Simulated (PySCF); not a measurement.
Acetyl cation, C₂H₃O (charge +1).
SMILES with atom numbers: `[CH3:1][C:2]#[O+:3]` (hydrogens: H4, H5, H6 on C1)

Structure used (PBE0-D3(BJ)/def2-SVP), in Å, numbered top down from 1:
```
atom  x, y, z in Å
C1    -0.4726   -0.0159   -0.0304
C2     0.9469   -0.0139    0.0044
O3     2.0621   -0.0123    0.0308
H4    -0.8035   -0.7888   -0.7497
H5    -0.8475   -0.2465    0.9847
H6    -0.8162    0.9854   -0.3522
```

Theory: core-valence-separated Tamm–Dancoff BHandHLYP/aug-pcX-1 (pcseg-1 on H) in PySCF, non-relativistic, gas phase, PBE0-D3(BJ)/def2-SVP geometry.

Computed oxygen K-edge spectrum, Gaussian lines of 0.6 eV full width, highest printed point 100; it ends one width below the last computed root. BHandHLYP without relativity tends to put these K edges a few eV too low, so spacings mean more than positions.

```tsv
photon energy (eV)	absorption
531.0	2
531.2	12
531.4	46
531.6	92
531.8	100
532.0	59
532.2	18
532.4	3
532.6	0
532.8	0
533.0	0
533.2	0
533.4	0
533.6	0
533.8	0
534.0	0
534.2	0
534.4	0
534.6	0
534.8	0
535.0	0
535.2	0
535.4	0
535.6	0
535.8	0
536.0	0
536.2	0
536.4	0
536.6	0
536.8	0
537.0	0
537.2	1
537.4	3
537.6	7
537.8	9
538.0	7
538.2	3
538.4	1
538.6	0
538.8	0
539.0	0
539.2	0
539.4	0
539.6	0
539.8	0
540.0	0
540.2	0
540.4	0
540.6	3
540.8	9
541.0	19
541.2	21
541.4	14
541.6	5
541.8	1
```

Task: Assign the maxima to core holes.

Result: 3 maxima:
- 531.7 eV: O3 (oxygen bonded to C), 531.73 eV, f = 0.100, sum of 2, 1s→π*, 100 % of the height at the exact maximum
- 537.8 eV: O3 (oxygen bonded to C), 537.81 eV, f = 0.009, 100 % of the height at the exact maximum
- 541.1 eV: O3 (oxygen bonded to C), 541.08 eV, f = 0.012, sum of 3, 54 % of the height at the exact maximum; O3 (oxygen bonded to C), 541.22 eV, f = 0.010, 46 % of the height at the exact maximum

Roots within 0.03 eV on the same or equivalent atoms count as one line; shares under 12 % aren't listed.

Vibrational structure and lifetime widths aren't in the curve. The ionisation threshold wasn't computed; near and above it a finite basis only mimics Rydberg series and continuum.
